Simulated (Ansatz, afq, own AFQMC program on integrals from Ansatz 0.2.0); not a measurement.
## Atomization energy of BSiH₂, quartet

```xyz
4

Si    0.0000   -0.0471    0.5518
B     0.0000   -0.0605   -1.3633
H     0.0000    1.1711    1.4474
H     0.0000    0.7893   -2.2001
```

Connectivity, by distances: SiH–BH.

Atoms in their ground-state spins without spin–orbit coupling (mostly on UHF) minus the molecule (UHF), without zero-point energy. The geometry is a stationary point, not shown to be a minimum.

Basis cc-pVTZ. Only valence electrons are correlated. AFQMC by an in-house program on the Cholesky factors that Ansatz 0.2.0 writes for its CCSD(T) run. ph-AFQMC/CISD is guided by a CISD state made of CCSD amplitudes; releasing the constraint for a short imaginary time cuts its bias at the price of noise, slowly where states lie close. ± is one standard error of the sampling. The errors of all members are added in quadrature.

No full CI on the walks' own integrals is used here; CCSDT(Q) serves as the reference and is uncertain by about the last step of the cluster series. Each member takes its own surest rung, up to full CI.

The best estimate is CCSD(T) at the basis-set limit (CBS: def2-TZVPP and def2-QZVPP, with their diffuse functions for anions and beside diffuse sets, CCSD(T) itself extrapolated) plus the step from CCSD(T) to CCSDT(Q) in cc-pVTZ. Rows without CBS are in cc-pVTZ; B2PLYP and the wave-function rows carry a basis error of their own. Core correlation and relativity beyond core potentials are missing, and ± holds the sampling alone.

Cautions: BSiH₂ (quartet): lower spins were not checked, the released energies are still falling, so no released level is given (meV from the phaseless value at times in 1/Eh: 1 ± 4 at 0.24, 0 ± 4 at 0.51, -6 ± 4 at 0.99, -8 ± 4 at 1.62, -16 ± 7 at 2.40), though the last usable value meets CCSDT(Q) within the noise.

Best estimate: 9.111 eV.

```
                  level  atomization energy (eV)  error against the best estimate (eV)
                     HF                    7.355                                -1.757
                    MP2                    8.865                                -0.246
                   CCSD                    8.703                                -0.408
                CCSD(T)                    8.804                                -0.307
          ph-AFQMC/CISD            8.823 ± 0.005                        -0.289 ± 0.005
                 HF/CBS                    7.424                                -1.687
                MP2/CBS                    9.121                                 0.009
            CCSD(T)/CBS                    9.093                                -0.018
                    PBE                    9.485                                 0.374
                 r2SCAN                    9.708                                 0.596
                   PBE0                    9.405                                 0.294
                  B3LYP                    9.203                                 0.091
                wB97M-V                    9.107                                -0.004
                 B2PLYP                    9.067                                -0.045
surest rungs in cc-pVTZ                    8.822                                -0.289
```

Correlation beyond CCSD(T) adds 0.018 eV. Going to the basis-set limit adds 0.289 eV at CCSD(T). The perturbative (T) step is worth +0.101 eV. The functionals spread over 0.641 eV; wB97M-V comes nearest and r2SCAN is 0.596 eV too high.

Best estimates are given only where the step beyond CCSD(T) is under 0.3 eV and no member's determinant is very poor (T1 over 0.05, or 0.07 for open shells, ⟨S²⟩ too high by 0.3, two states mixed), so the hardest cases are missing from such tables.

The functionals ran in a triple-zeta set and keep a basis error of their own, a few kJ/mol for each bond in atomization energies and more for double hybrids, so close places among them and the extrapolated levels can swap.

Each member of a difference takes its own highest rung, so a best estimate needn't equal the limit plus the step of one row. A walk keeps the symmetry of its determinant, which the program's search chose and which needn't be the lowest solution, so a lower state of the same spin and another symmetry isn't excluded.
